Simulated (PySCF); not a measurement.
Atomic charges by several schemes

Compound: phosphanylidenephosphane, P2H2.
Cartesian coordinates in Å at the GFN2-xTB level; atoms count from 1:
```xyz
4
P2H2 angstrom
P     -0.9408   -0.6784   -0.3799
P      1.0090   -0.6815    0.1779
H     -1.2328    0.6841   -0.2182
H      1.1748    0.6805    0.4706
```

Density: PBE0/pcSseg-1 (PySCF); schemes: Mulliken, IAO, Hirshfeld and ESP-fitted. Isolated species at its GFN2-xTB geometry, gas phase.

Task: Tabulate the Mulliken, IAO, Hirshfeld and ESP-fitted charges.

Result: In e; atoms taken as equivalent share a row and are averaged (×n: the atom named and its like, n in all):

```json
{"atom": "P1/P2", "environment": "phosphorus bonded to P and H", "Mulliken": "-0.048", "IAO": "+0.008", "Hirshfeld": "+0.014", "ESP-fitted": "-0.118"}
{"atom": "H3/H4", "environment": "P–H hydrogen", "Mulliken": "+0.048", "IAO": "-0.008", "Hirshfeld": "-0.014", "ESP-fitted": "+0.118"}
```

Mean size of the charges over all atoms: ESP-fitted 0.118 e, Mulliken 0.048 e, Hirshfeld 0.014 e, IAO 0.008 e. Each set sums to the total charge, 0, to within 0.001 e. The Hirshfeld scheme weights the molecular density at each point by an atom's share of the summed free-atom densities.

Lowest charge. The schemes don't all agree: Mulliken P1/P2 (-0.048); IAO H3/H4 (-0.008); Hirshfeld H3/H4 (-0.014); ESP-fitted P1/P2 (-0.118).

Highest charge. The schemes don't all agree: Mulliken H3/H4 (+0.048); IAO P1/P2 (+0.008); Hirshfeld P1/P2 (+0.014); ESP-fitted H3/H4 (+0.118).

Task: Sum the charges by element.

Result: 
| element | atoms | Mulliken | IAO | Hirshfeld | ESP-fitted |
| --- | --- | --- | --- | --- | --- |
| P | 2 | -0.097 | +0.016 | +0.029 | -0.235 |
| H | 2 | +0.097 | -0.016 | -0.029 | +0.235 |

Task: How many electrons does the IAO scheme count on P2?

Result: Its own charge is +0.008 e, so Z − q = 14.992.
